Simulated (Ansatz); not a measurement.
Species: H$_{4}$Si, SMILES `[SiH4]` (charge 0, multiplicity 1).

Q: Give a relaxed geometry from B3LYP-D3(BJ)/def2-TZVP run with Ansatz (a program for electronic structure).

A: the end point of this relaxation (outside a Z-matrix the atoms follow the SMILES, hydrogens last).
Bonded distances (Å): Si1–H2 1.480, Si1–H3 1.480, Si1–H4 1.480, Si1–H5 1.480. Angles (°): H2–Si1–H3 109.5, H2–Si1–H4 109.5, H2–Si1–H5 109.5, H3–Si1–H4 109.5, H3–Si1–H5 109.5, H4–Si1–H5 109.5.
